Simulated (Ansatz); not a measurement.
hcp Y, relaxed in Ansatz (plane waves) with several semilocal functionals. Each gives its own volume and its own elastic constant C11:

```csv
level,V0 (Å³/atom),elastic constant C11 (GPa),ln V0,ln C11
LDA,29.933,75.17,3.3990,4.3198
PBE,32.881,77.04,3.4929,4.3443
r²SCAN,33.481,76.94,3.5110,4.3430
```

Fit a straight line to ln C11 against ln V0. What does it predict for PBEsol, whose volume is 31.330 Å³/atom?

With x = ln V0 and y = ln C11: means 3.46763 and 4.33570; Σ(Δx Δy) = 0.001625, Σ(Δx²) = 0.007230, so the slope is 0.225. At x = 3.4446 the line gives y = 4.33570 + (0.225) × (3.4446 − 3.46763) = 4.3305, or 75.98 GPa. The run with PBEsol gives 77.47 GPa, +2.0 % from the line. The rows used scatter about it by up to 0.3 %, while the largest value lies 2 % above the smallest.

Measured: 83.4 ± 0.2 GPa (measured, 0 K, extrapolated to 0 K; as tabulated in Elastic Constants of Yttrium Single Crystals in the Temperature Range 4.2-400 K).

The crystal itself was run without spin with LDA, PBEsol, PBE, r²SCAN; a magnetic state was not tried in these runs.

Ansatz's density-functional and Hartree–Fock values are scalar-relativistic unless marked +SOC, with PAW data made under PBE.

Ansatz is a first-principles code.
